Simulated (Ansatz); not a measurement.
Species: OF₂, charge 0, singlet. OF2 (SMILES FOF).
B3LYP-D3(BJ)/def2-TZVP minimum from Ansatz (a first-principles code):
```
O
F 1 1.4020
F 1 1.4020 2 103.99
```
Charge 0, spin multiplicity 1.

Quantity: atomisation energy (electronic, to ground-state atoms), in kJ/mol. Radicals and triplets start from unrestricted determinants; spin-orbit coupling is neglected. CBS(X,Y): correlation extrapolated as X^-3, Hartree-Fock from the larger set (Q,5: extrapolated as (X+1)exp(-9√X)). A bracket is a step between two methods taken in the basis named. The functionals are non-relativistic, so their misses hold any scalar relativity. Double hybrids freeze cores in their MP2 part. '+ core + X2C': CCSD(T) terms for core correlation (cc-pwCVTZ) and scalar relativity (cc-pVTZ-DK). The restricted determinant of F2O (FOF, singlet) is unstable towards broken spin symmetry in at least one set run.

CCSD(T)/CBS(cc-pVQZ,cc-pV5Z) + [CCSDT(Q) - CCSD(T)]/cc-pVTZ + core + X2C (Ansatz) gives 393.7 kJ/mol.

What does PBE/def2-TZVPD (Ansatz) give here, and how do the other levels compare?

PBE gives 514.7 kJ/mol, 121.0 kJ/mol above it. Differences of the others: r2SCAN/def2-TZVPD (Ansatz) 22.9; B3LYP/def2-TZVPD (Ansatz) -4.2; wB97M-V/def2-TZVPD (Ansatz) 1.0; B2PLYP/def2-TZVPD (Ansatz) -17.6; CCSD(T)/CBS(cc-pVQZ,cc-pV5Z) + core + X2C (Ansatz) -4.6 kJ/mol. Nearer than PBE: r2SCAN/def2-TZVPD, B3LYP/def2-TZVPD, wB97M-V/def2-TZVPD, B2PLYP/def2-TZVPD, CCSD(T)/CBS(cc-pVQZ,cc-pV5Z) + core + X2C.
